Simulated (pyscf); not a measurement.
Thermochemistry of product channels of H₃Si–GeH₃ + hydrogen fluoride (HF) on the singlet surface, in kcal/mol, from CCSD(T)/def2-TZVPP + ΔMP2(QZVPP) energies (ideal gas, 1 atm, RRHO with modes under 100 cm⁻¹ raised to 100, one conformer, R ln 2 for chiral ones without a mode under 150 cm⁻¹). Single points on ωB97X-D3(BJ)/def2-SVP structures (PySCF, gas phase). MP2 and CC: frozen core, UHF for open shells. ΔMP2 is the change of the MP2 total energy from the triple- to the quadruple-zeta basis.

```tsv
products	ΔE	ΔH(298 K)	ΔG(600 K)	ΔG(900 K)
silane (SiH₄) + F–GeH₃	?	-8.9	-7.2	-5.7
F–SiH₃ + germane (GeH₄)	-25.8	-26.4	-24.6	-23.0
```

Task: What belongs in the gaps?

Result: 
- silane (SiH₄) + F–GeH₃, ΔE: -8.0

These are energies of the channels, which say nothing of barriers. The CCSD(T) − MP2 part came from Ansatz, without density fitting, on the same reference. The frozen core leaves the outer d or s,p core shells of the metals and heavy elements correlated in the MP2 and CC values, and def2-TZVPP describes them poorly, which can shift differences by a few kcal/mol. Elements up to Kr have no core potential and no relativistic terms here.
